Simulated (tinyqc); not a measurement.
Worked calculation: RHF in the sto-3g basis, for H2F+, spin multiplicity 1. One step of it, computed by the program tinyqc.

Question. Iteration 1: building the Fock matrix. J_ij = sum D_kl (ij|kl), K_ij = sum D_kl (ik|jl); F = H + J - 0.5 K; E = tr D H + tr D J / 2 - 0.25 tr D K + E_nn.

D at the start, lower triangle:
```
            1F 1s      1F 2s     1F 2px     1F 2py     1F 2pz      2H 1s     3H 1s
1F 1s    2.083918
1F 2s   -0.510235   2.200149
1F 2px   0.225908  -0.065267   0.703025
1F 2py   0.103457  -0.672448  -0.064903   0.951458
1F 2pz  -0.167161   0.472632   0.597258   0.566410   1.569925
2H 1s   -0.004231  -0.721159   0.672918  -0.665641  -0.528417   2.019821
3H 1s    0.137303  -0.625068  -0.252439   0.711377  -0.216666  -0.003563  2.314557
```

core Hamiltonian H = T + V (hartree), lower triangle:
```
             1F 1s       1F 2s     1F 2px     1F 2py     1F 2pz      2H 1s      3H 1s
1F 1s   -40.928941
1F 2s    -9.604794  -11.406257
1F 2px    0.000000    0.000000  -9.062072
1F 2py    0.000000    0.000000   0.000000  -9.158570
1F 2pz   -0.008725   -0.108301   0.000000   0.000000  -9.089780
2H 1s    -1.097534   -2.662176   0.000000  -1.649715  -0.906058  -4.726915
3H 1s    -1.097534   -2.662176   0.000000   1.649715  -0.906058  -0.706683  -4.726915
```

Two-electron integrals (ij|kl) in chemists' order, unique and non-zero (hartree):
```
(11|11) 5.403501    (21|11) 0.841920    (21|21) 0.156299    (22|11) 1.268028
(22|21) 0.292344    (22|22) 0.926167    (31|31) 0.027998    (32|31) 0.043169
(32|32) 0.204588    (33|11) 1.264502    (33|21) 0.292403    (33|22) 0.925959
(33|33) 0.997514    (41|41) 0.027998    (42|41) 0.043169    (42|42) 0.204588
(43|43) 0.053770    (44|11) 1.264502    (44|21) 0.292403    (44|22) 0.925959
(44|33) 0.889973    (44|44) 0.997514    (51|51) 0.027998    (52|51) 0.043169
(52|52) 0.204588    (53|53) 0.053770    (54|54) 0.053770    (55|11) 1.264502
(55|21) 0.292403    (55|22) 0.925959    (55|33) 0.889973    (55|44) 0.889973
(55|55) 0.997514    (61|11) 0.096562    (61|21) 0.017788    (61|22) 0.033102
(61|33) 0.033051    (61|41) 0.000631    (61|42) 0.001192    (61|44) 0.033174
(61|51) 0.000338    (61|52) 0.000638    (61|54) 0.000066    (61|55) 0.033087
(61|61) 0.002044    (62|11) 0.261984    (62|21) 0.061287    (62|22) 0.218732
(62|33) 0.215443    (62|41) 0.003672    (62|42) 0.029526    (62|44) 0.222939
(62|51) 0.001968    (62|52) 0.015821    (62|54) 0.004016    (62|55) 0.217596
(62|61) 0.007085    (62|62) 0.065364    (63|31) 0.006202    (63|32) 0.037564
(63|43) 0.006101    (63|53) 0.003269    (63|63) 0.009382    (64|11) 0.163565
(64|21) 0.038733    (64|22) 0.148004    (64|33) 0.141823    (64|41) 0.008223
(64|42) 0.056351    (64|44) 0.158819    (64|51) 0.001083    (64|52) 0.010068
(64|54) 0.005838    (64|55) 0.143200    (64|61) 0.004650    (64|62) 0.054355
(64|64) 0.054288    (65|11) 0.087647    (65|21) 0.020755    (65|22) 0.079309
(65|33) 0.075996    (65|41) 0.001083    (65|42) 0.010068    (65|44) 0.078566
(65|51) 0.006783    (65|52) 0.042958    (65|54) 0.007477    (65|55) 0.083272
(65|61) 0.002492    (65|62) 0.029126    (65|64) 0.024063    (65|65) 0.022276
(66|11) 0.444684    (66|21) 0.105704    (66|22) 0.436144    (66|33) 0.422288
(66|41) 0.007355    (66|42) 0.084515    (66|44) 0.454254    (66|51) 0.003941
(66|52) 0.045288    (66|54) 0.017129    (66|55) 0.431467    (66|61) 0.012274
(66|62) 0.173100    (66|64) 0.167795    (66|65) 0.089913    (66|66) 0.774606
(71|11) 0.096562    (71|21) 0.017788    (71|22) 0.033102    (71|33) 0.033051
(71|41) -0.000631   (71|42) -0.001192   (71|44) 0.033174    (71|51) 0.000338
(71|52) 0.000638    (71|54) -0.000066   (71|55) 0.033087    (71|61) 0.002014
(71|62) 0.006865    (71|64) 0.004172    (71|65) 0.002417    (71|66) 0.011819
(71|71) 0.002044    (72|11) 0.261984    (72|21) 0.061287    (72|22) 0.218732
(72|33) 0.215443    (72|41) -0.003672   (72|42) -0.029526   (72|44) 0.222939
(72|51) 0.001968    (72|52) 0.015821    (72|54) -0.004016   (72|55) 0.217596
(72|61) 0.006865    (72|62) 0.051204    (72|64) 0.029707    (72|65) 0.022035
(72|66) 0.107494    (72|71) 0.007085    (72|72) 0.065364    (73|31) 0.006202
(73|32) 0.037564    (73|43) -0.006101   (73|53) 0.003269    (73|63) 0.007030
(73|73) 0.009382    (74|11) -0.163565   (74|21) -0.038733   (74|22) -0.148004
(74|33) -0.141823   (74|41) 0.008223    (74|42) 0.056351    (74|44) -0.158819
(74|51) -0.001083   (74|52) -0.010068   (74|54) 0.005838    (74|55) -0.143200
(74|61) -0.004172   (74|62) -0.029707   (74|64) -0.010602   (74|65) -0.012575
(74|66) -0.058679   (74|71) -0.004650   (74|72) -0.054355   (74|74) 0.054288
(75|11) 0.087647    (75|21) 0.020755    (75|22) 0.079309    (75|33) 0.075996
(75|41) -0.001083   (75|42) -0.010068   (75|44) 0.078566    (75|51) 0.006783
(75|52) 0.042958    (75|54) -0.007477   (75|55) 0.083272    (75|61) 0.002417
(75|62) 0.022035    (75|64) 0.012575    (75|65) 0.016404    (75|66) 0.050642
(75|71) 0.002492    (75|72) 0.029126    (75|74) -0.024063   (75|75) 0.022276
(76|11) 0.064341    (76|21) 0.015196    (76|22) 0.059179    (76|33) 0.058185
(76|44) 0.059483    (76|51) 0.000785    (76|52) 0.007683    (76|55) 0.059806
(76|61) 0.001734    (76|62) 0.017382    (76|64) 0.012781    (76|65) 0.008896
(76|66) 0.049404    (76|71) 0.001734    (76|72) 0.017382    (76|74) -0.012781
(76|75) 0.008896    (76|76) 0.005869    (77|11) 0.444684    (77|21) 0.105704
(77|22) 0.436144    (77|33) 0.422288    (77|41) -0.007355   (77|42) -0.084515
(77|44) 0.454254    (77|51) 0.003941    (77|52) 0.045288    (77|54) -0.017129
(77|55) 0.431467    (77|61) 0.011819    (77|62) 0.107494    (77|64) 0.058679
(77|65) 0.050642    (77|66) 0.255703    (77|71) 0.012274    (77|72) 0.173100
(77|74) -0.167795   (77|75) 0.089913    (77|76) 0.049404    (77|77) 0.774606
```

nuclear repulsion = 8.39183023 hartree

Give: Coulomb J; exchange K; Fock matrix F; total energy of this density.

Answer.

Coulomb J (hartree), lower triangle:
```
          1F 1s    1F 2s  1F 2px   1F 2py  1F 2pz   2H 1s   3H 1s
1F 1s   17.9346
1F 2s    3.3412   8.1516
1F 2px   0.0122   0.0244  8.0740
1F 2py  -0.0552  -0.2983  0.0043   8.1685
1F 2pz   0.0302   0.2410  0.0670   0.0509  8.1866
2H 1s    0.3798   1.9366  0.0101   1.2862  0.7776  4.4849
3H 1s    0.3828   2.0297  0.0073  -1.4614  0.8029  0.5665  4.8506
```

exchange K (hartree), lower triangle:
```
          1F 1s    1F 2s   1F 2px   1F 2py  1F 2pz   2H 1s   3H 1s
1F 1s   10.8199
1F 2s    1.7423   2.3302
1F 2px   0.2866   0.1084   1.2207
1F 2py  -0.1188  -0.7562   0.0756   1.1755
1F 2pz  -0.0951   0.2658   0.5970   0.4821  1.9573
2H 1s    0.1336   0.3994   0.3041   0.0062  0.2207  1.2186
3H 1s    0.2201   0.7096  -0.0158  -0.3406  0.2125  0.2162  1.6018
```

Fock matrix F (hartree), lower triangle:
```
           1F 1s    1F 2s   1F 2px   1F 2py   1F 2pz    2H 1s    3H 1s
1F 1s   -28.4042
1F 2s    -7.1348  -4.4198
1F 2px   -0.1311  -0.0298  -1.5984
1F 2py    0.0042   0.0798  -0.0335  -1.5778
1F 2pz    0.0690  -0.0002  -0.2315  -0.1901  -1.8818
2H 1s    -0.7845  -0.9252  -0.1420  -0.3666  -0.2388  -0.8513
3H 1s    -0.8248  -0.9873   0.0152   0.3586  -0.2094  -0.2483  -0.6773
```

total energy of this density = -94.326231 hartree
